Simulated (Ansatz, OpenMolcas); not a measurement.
# A ladder of methods for BN (SMILES B#N)

BN has 2 atoms, charge 0, and is taken as a triplet. SMILES: `B#N`. Geometry: relaxed at GFN2-xTB.

| atom | x (Å) | y (Å) | z (Å) |
| --- | --- | --- | --- |
| B | 0.0000 | 0.0000 | 0.0000 |
| N | 0.0000 | 0.0000 | 1.2684 |

Each level gives the energy change with the B1–N2 bond stretched from 1.268 to 1.644 Å (eV). The values are calculated.

| level | kind | program | value (eV) |
| --- | --- | --- | --- |
| USVWN5/3-21G | LDA | Ansatz | 0.93 |
| UBLYP/3-21G | GGA | Ansatz | 0.73 |
| U-r2SCAN/3-21G | meta-GGA | Ansatz | 0.91 |
| UB3LYP/3-21G | global hybrid | Ansatz | 0.96 |
| UCAM-B3LYP/3-21G | range-separated hybrid | Ansatz | 1.08 |
| UMP2/3-21G | perturbation theory | Ansatz | 1.25 |
| UCCSD(T)/3-21G | coupled cluster or CI | Ansatz | 0.94 |
| UCCSD/3-21G | coupled cluster or CI | Ansatz | 0.87 |
| FCI/STO-3G | exact in the basis | OpenMolcas | 1.02 |

The first shape isn't each level's own minimum. The values span 0.73 to 1.25 eV. Spin contamination of the reference (⟨S²⟩ at least 0.1 too high) touches UCAM-B3LYP/3-21G, UMP2/3-21G, UCCSD(T)/3-21G, UCCSD/3-21G. The coupled-cluster rows rest on a doubtful reference here (large T1 or Brueckner and Hartree–Fock orbitals at odds), and rows may lie in different states. All rows use very small basis sets, so none should be taken for the real molecule's value.
